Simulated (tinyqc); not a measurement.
Worked calculation: UKS/B3LYP (VWN-RPA form) in the sto-3g basis, for CH, spin multiplicity 4. One step of it, computed by the program tinyqc.

Task: Iteration 1: diagonalisation and new density. Diagonalise F' = X^T F X, C = X C', fill 5 alpha and 2 beta electrons from the bottom; D(s) = C_occ C_occ^T. Each column has its largest component positive (the first on a tie).

F(alpha) (hartree), lower triangle:
```
,1C 1s,1C 2s,1C 2px,1C 2py,1C 2pz,2H 1s
1C 1s,-13.789638
1C 2s,-3.320892,-1.929322
1C 2px,0.000000,0.000000,-0.818879
1C 2py,0.000000,0.000000,-0.000465,-0.881670
1C 2pz,0.008863,0.040946,0.000000,0.000000,-0.896534
2H 1s,-0.733402,-0.634024,0.000000,0.000000,-0.313000,-0.159919
```

F(beta) (hartree), lower triangle:
```
,1C 1s,1C 2s,1C 2px,1C 2py,1C 2pz,2H 1s
1C 1s,-13.416610
1C 2s,-3.284829,-1.637875
1C 2px,0.000000,0.000000,-0.713575
1C 2py,0.000000,0.000000,0.002349,-0.549307
1C 2pz,0.004194,0.027433,0.000000,0.000000,-0.585040
2H 1s,-0.724007,-0.537605,0.000000,0.000000,-0.238410,-0.099641
```

X:
```
,1,2,3,4,5,6
1C 1s,0.250226,0.784001,0.000000,0.000000,0.598161,0.193537
1C 2s,-0.909423,-0.526330,0.000000,0.000000,0.407799,0.417808
1C 2px,0.000000,0.000000,0.911261,-0.411829,0.000000,0.000000
1C 2py,0.000000,0.000000,0.411829,0.911261,0.000000,0.000000
1C 2pz,-0.794732,0.532299,0.000000,0.000000,-0.554943,0.338993
2H 1s,1.160926,-0.216895,0.000000,0.000000,-0.189370,0.517643
```

Give: F' = X^T F X; orbital energies; coefficients C; F' = X^T F X; orbital energies; coefficients C; D(alpha) after iteration 1; D(beta) after iteration 1.

Result:

F' = X^T F X (alpha) (hartree), lower triangle:
```
,1,2,3,4,5,6
1,-0.1835
2,-1.0238,-6.3698
3,0.0000,0.0000,-0.8299
4,0.0000,0.0000,-0.0239,-0.8707
5,-0.9685,-5.6000,0.0000,0.0000,-6.9828
6,0.1579,-2.6562,0.0000,0.0000,-3.0097,-2.0545
```

orbital energies (alpha) (hartree): MO1 -13.7908, MO2 -1.2120, MO3 -0.8993, MO4 -0.8817, MO5 -0.8189, MO6 0.3113

coefficients C (alpha):
```
,MO1,MO2,MO3,MO4,MO5,MO6
1C 1s,1.0025,-0.2496,-0.0328,0.0000,0.0000,0.0649
1C 2s,-0.0111,1.0526,0.1625,0.0000,0.0000,-0.5573
1C 2px,0.0000,0.0000,0.0000,0.0074,1.0000,0.0000
1C 2py,0.0000,0.0000,0.0000,1.0000,-0.0074,0.0000
1C 2pz,-0.0029,-0.0869,1.0375,0.0000,0.0000,-0.5039
2H 1s,0.0049,-0.0592,-0.1048,0.0000,0.0000,1.2977
```

F' = X^T F X (beta) (hartree), lower triangle:
```
,1,2,3,4,5,6
1,-0.0110
2,-0.9583,-5.9932
3,0.0000,0.0000,-0.6840
4,0.0000,0.0000,0.0632,-0.5789
5,-0.8806,-5.5834,0.0000,0.0000,-6.6773
6,0.0273,-2.6250,0.0000,0.0000,-2.9796,-1.8666
```

orbital energies (beta) (hartree): MO1 -13.4169, MO2 -0.8915, MO3 -0.7136, MO4 -0.5829, MO5 -0.5493, MO6 0.3431

coefficients C (beta):
```
,MO1,MO2,MO3,MO4,MO5,MO6
1C 1s,1.0012,-0.2533,0.0000,-0.0230,0.0000,0.0742
1C 2s,-0.0053,1.0421,0.0000,0.1003,0.0000,-0.5907
1C 2px,0.0000,0.0000,0.9999,0.0000,0.0143,0.0000
1C 2py,0.0000,0.0000,-0.0143,0.0000,0.9999,0.0000
1C 2pz,-0.0015,-0.0744,0.0000,1.0056,0.0000,-0.5665
2H 1s,0.0027,-0.0296,0.0000,-0.0215,0.0000,1.3028
```

D(alpha) after iteration 1, lower triangle:
```
,1C 1s,1C 2s,1C 2px,1C 2py,1C 2pz,2H 1s
1C 1s,1.0683
1C 2s,-0.2792,1.1344
1C 2px,0.0000,0.0000,1.0000
1C 2py,0.0000,0.0000,0.0000,1.0000
1C 2pz,-0.0152,0.0771,0.0000,0.0000,1.0839
2H 1s,0.0231,-0.0794,0.0000,0.0000,-0.1036,0.0145
```

D(beta) after iteration 1, lower triangle:
```
,1C 1s,1C 2s,1C 2px,1C 2py,1C 2pz,2H 1s
1C 1s,1.0665
1C 2s,-0.2693,1.0860
1C 2px,0.0000,0.0000,0.0000
1C 2py,0.0000,0.0000,0.0000,0.0000
1C 2pz,0.0173,-0.0776,0.0000,0.0000,0.0055
2H 1s,0.0102,-0.0309,0.0000,0.0000,0.0022,0.0009
```
